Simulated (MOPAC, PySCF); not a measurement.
Potential energy curve for SMILES O=C=S (COS), singlet. The C2–S3 bond (C2 also carries O; S3 carries nothing else) is varied alone, starting from the PBE0/def2-TZVP optimised geometry.

Computed with: UKS-B3LYP/3-21G = PySCF with unrestricted B3LYP/3-21G; RKS-BHandHLYP = restricted BHandHLYP/cc-pVTZ (PySCF 2.14.0); PM7, restricted, heats of formation (MOPAC); UHF/cc-pVTZ, density fitting (PySCF); PM3, restricted, heats of formation (MOPAC).

Energies are in kJ/mol, each relative to the lowest point of its own curve near equilibrium.

```
R / Å  UKS-B3LYP/3-21G  RKS-BHandHLYP    PM7    UHF    PM3
-----  ---------------  -------------  -----  -----  -----
1.16            1006.5          852.9  523.6  871.4  408.5
1.23             615.8          496.0  311.3  508.7  222.2
1.33             271.3          192.8  121.9  199.6   73.9
1.41             118.2           68.3   41.5   72.0   19.7
1.45              70.1           33.3   19.0   35.8    6.7
1.52              19.4            3.4    0.8    4.2    0.0
1.56               5.2            0.0    0.0    0.0    3.3
1.59               0.0            2.4    2.9    1.8    8.6
1.66               2.0           20.5   18.6   18.2   28.2
1.69               7.5           32.2   28.2   29.1   39.2
1.79              39.0           81.1   67.6   74.3   84.2
1.92              95.3          153.3  125.5  138.7  153.9
2.11             180.7          248.8  204.5  215.1  259.5
2.35             263.2          333.9  280.5  234.0  375.4
2.59             290.0          385.2  328.0      —  460.6
2.79             297.4          411.3  349.9      —  508.7
3.12             304.3          435.6  365.7      —  553.0
3.46             309.7          447.5  370.9      —  571.1
3.81             313.3          453.3  372.8      —  577.3
4.19             315.4          456.1  373.7      —  579.6
4.68             316.4          457.6  373.0      —  580.8
```

At the longest distance, 4.68 Å, PM3 lies highest above its minimum (580.8 kJ/mol) and UKS-B3LYP/3-21G lowest (316.4 kJ/mol).

Dashes: no converged value, or the column stops at the first point that the program doubted or that broke a chosen test of continuity, which isn't proof of a fault.

The unrestricted solution behind UKS-B3LYP/3-21G changes between 2.35 and 2.59 Å, which can leave a kink. The unrestricted determinant behind UKS-B3LYP/3-21G is spin-contaminated at 2.35 to 4.68 Å (<S²> up to 1.0, against 0.00 for a pure singlet). The restricted form behind RKS-BHandHLYP, PM7, PM3 keeps the bonding electrons paired and can't separate into open-shell fragments. The unrestricted determinant behind UHF is spin-contaminated at 2.11 to 4.68 Å (<S²> up to 1.0, against 0.00 for a pure singlet).
